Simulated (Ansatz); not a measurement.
The cluster Mg2H (the lowest doublet isomer of a short search). The state is a doublet with charge 0. Geometry PBE0-D4/def2-TZVP, basis def2-TZVP, Ansatz.

```xyz
3

Mg    0.8528   -1.9092    1.5649
Mg   -0.1462    0.3165   -0.2656
H    -0.7067    1.5927   -1.2993
```

```tsv
run	HOMO (eV)	LUMO (eV)
A	-4.18	-1.95
B	-3.96	-1.95
C	-3.48	-2.59
D	-3.98	-2.23
E	-3.70	-2.16
F	-5.89	0.58
```

B3LYP takes the VWN-RPA correlation. The structure comes from a short search, and lower isomers may exist.

HOMO and LUMO are taken over both spins.

Problem. The runs used B3LYP, HF, PBE, PBE0, r2SCAN, r2SCANh. Estimate which is which.

Solution. A PBE0 (25 % exact exchange); B r2SCANh (10 % exact exchange); C PBE (0 % exact exchange); D B3LYP (20 % exact exchange); E r2SCAN (0 % exact exchange); F HF (100 % exact exchange). Exact exchange lowers occupied and raises empty levels; among semilocal functionals meta-GGAs tend to open the gap a little, and such runs are hard to tell apart. The gap grows from 0.89 eV (PBE) to 6.48 eV (HF).
